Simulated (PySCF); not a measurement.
These are B3LYP-D3(BJ)/def2-TZVP run with PySCF values and carry that method's errors. Gas-phase values, no solvent. B3LYP has the VWN-RPA correlation part, as in Gaussian. 

Reference species (SMILES): `C#N` (neutral, multiplicity 1).

- dipole moment: 3.03 D
- LUMO: -0.02 eV

Changed species: `CNC#N` (X = methylamino; the reference has X = H).

Task: What does the change do to the dipole moment and LUMO?

Result: the dipole moment increases by 1.87 D, to 4.90 D; the LUMO hardly moves.
